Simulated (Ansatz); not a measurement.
# SiPH₃ (singlet): the correlation ladder, cc-pVTZ

The task here is to estimate one member of a computed series from the others.

Method: cc-pVTZ, core rule «outside noble gas», up to 10 orbitals frozen; program: Ansatz 0.2.0, Gaussian basis.

Plan: UHF; CCSD(T) on RHF; CCSD(T) on UHF; BCCD(T) on RHF; CCSDT(Q) on RHF; CCSDT(Q) on UHF; CASSCF and NEVPT2, 12 electrons in 11 orbitals.

9 further runs of the same task are left out: 3 for a known fault of the program, 6 set aside as unsound or not needed.

**What is computed**

The geometry is a PBE0/def2-TZVP stationary point (not a proven minimum) of the parent state, kept for this charge and spin.

5 atoms, charge 0, spin multiplicity 1.

Atoms are counted from 1 here; the program's logs count them from 0.

Bond lengths: Si1–P2 2.245 Å, Si1–H3 1.489 Å, Si1–H4 1.489 Å, Si1–H5 1.489 Å. Angles: P2–Si1–H3 110.2°, P2–Si1–H4 110.2°, P2–Si1–H5 110.2°, H3–Si1–H4 108.7°, H3–Si1–H5 108.7°, H4–Si1–H5 108.7°.

Set-up of the first run:

File in.yaml:

```yaml
crystal:
  periodic: [false, false, false]
  atoms:
    - {symbol: Si, position_ang: [-1.095022, -0.008048, 0.002339]}
    - {symbol: P, position_ang: [1.149978, 0.008452, -0.002457]}
    - {symbol: H, position_ang: [-1.619119, 1.385319, 0.005761]}
    - {symbol: H, position_ang: [-1.601124, -0.712390, 1.212266]}
    - {symbol: H, position_ang: [-1.606323, -0.708402, -1.207717]}
basis:
  gaussian: {orbitals: cc-pVTZ}
magnetization: {spin_polarized: true, initial_magnetization: 0}
hamiltonian: {xc: hf}
output: {orbitals: {seedname: orbitals}}
```

Run with:

```bash
$ ansatz run in.yaml --threads 1 --pin off --events-out ev --progress --plain --max-ram 4096MiB --backend cpu
```

Steps of the session up to this table: UHF; CCSD(T) on RHF; CCSD(T) on UHF; BCCD(T) on RHF; CCSDT(Q) on RHF; CCSDT(Q) on UHF; CASSCF and NEVPT2, 12 electrons in 11 orbitals.

One table of the session follows, with a row left open; its other results are not shown here.

It belongs to the step «Misses and costs». 

```
        method  from RCCSDT(Q) (meV)
           RHF               +8669.6
           UHF               +7181.1
          RMP2               +1992.0
          UMP2               +1075.5
         RCCSD                     ?
         UCCSD                -220.2
      RCCSD(T)                +290.9
      UCCSD(T)                -542.3
       BCCD(T)                +291.2
        RCCSDT                 +79.4
        UCCSDT                -824.2
     RCCSDT(Q)                     0
     UCCSDT(Q)                -925.5
CASSCF valence               +6496.5
NEVPT2 valence               +1699.3
```

**Question.** Estimate the row for RCCSD.

**Answer.** from RCCSDT(Q) (meV): +638.7. In the column «from RCCSDT(Q) (meV)» it lies between BCCD(T) (+291.2) and UMP2 (+1075.5).

Caveats from the session: The determinant is far from a pure spin state, so its energy mixes those of several spin states (harmless only where they are near-degenerate, as at dissociation). The report flags that the cluster equations may have other roots. The program flags UCCSD(T), RCCSDT(Q), UCCSDT(Q) as in doubt, so the zero of the table is itself unsure. Warnings: restricted reference is unstable; spin contamination. Restricted and unrestricted rows rest on different reference determinants; where their highest levels disagree by more than a few hundredths of an eV, they describe different states and don't form one ladder.
